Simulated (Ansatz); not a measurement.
Crystal: La2O, antifluorite type, 3 atoms in the cell.

Method: PBE, plane waves, PAW datasets (generated soft set 1) (Ansatz 0.2.0 development build).

Cutoff 420 eV; k-mesh 29×29×29 Γ-centred; Fermi–Dirac smearing of 0.0612 eV; no spin polarisation; no spin–orbit coupling.

| V (Å³/atom) | a (Å) | E − E(min) (meV/atom) | P (GPa) |
| --- | --- | --- | --- |
| 20.418 | 6.2575 | 19.03 | 5.06 |
| 20.852 | 6.3015 | 7.95 | 3.15 |
| 21.287 | 6.3450 | 1.78 | 1.44 |
| 21.721 | 6.3879 | 0.00 | -0.09 |
| 22.156 | 6.4302 | 2.12 | -1.45 |
| 22.590 | 6.4719 | 7.72 | -2.66 |
| 23.025 | 6.5132 | 16.43 | -3.74 |

Question: Fit a third-order Birch–Murnaghan equation of state to the energies.

Answer: V₀ = 21.694 Å³/atom (a₀ = 6.385 Å), B₀ = 72.3 GPa, B₀′ = 4.73.

The published all-electron PBE values for this crystal (mean of FLEUR and WIEN2k, k-spacing 0.06 Å⁻¹; Bosoni et al., Nat. Rev. Phys. 6, 45 (2024)) are V₀ = 21.712 Å³/atom, B₀ = 72.2 GPa, B₀′ = 4.72.

The stress includes the program's correction for the finite plane-wave basis.

This cubic structure is a model: it isn't the usual form of the substance at ambient conditions, and such phases are metastable or hypothetical.
